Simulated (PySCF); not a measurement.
## Stationary points of NO(OH)

These are results of B3LYP in PySCF with N def2-TZVP, O def2-TZVP, H def2-TZVP; no relativity; density-fitted integrals, not measurements.

Relaxations began from a few typed shapes. The search is not exhaustive: other isomers or separated fragments can lie lower, and high-lying points may rest on an excited occupation.

Question: Order these stationary points by electronic energy, lowest first, in kJ/mol from the lowest minimum.
A. singlet Cs: N–O 1.177 Å, N–O 1.388 Å, O–H 0.981 Å; H–O–N 106.2°, O–N–O 113.8°
B. singlet Cs: N–O 1.163 Å, N–O 1.430 Å, O–H 0.970 Å; H–O–N 102.7°, O–N–O 111.1°

Answer: B (0.0), A (1.7).

Question: Which of them are minima?

Answer: By energy in kJ/mol, 0.0: minimum; 1.7: minimum.
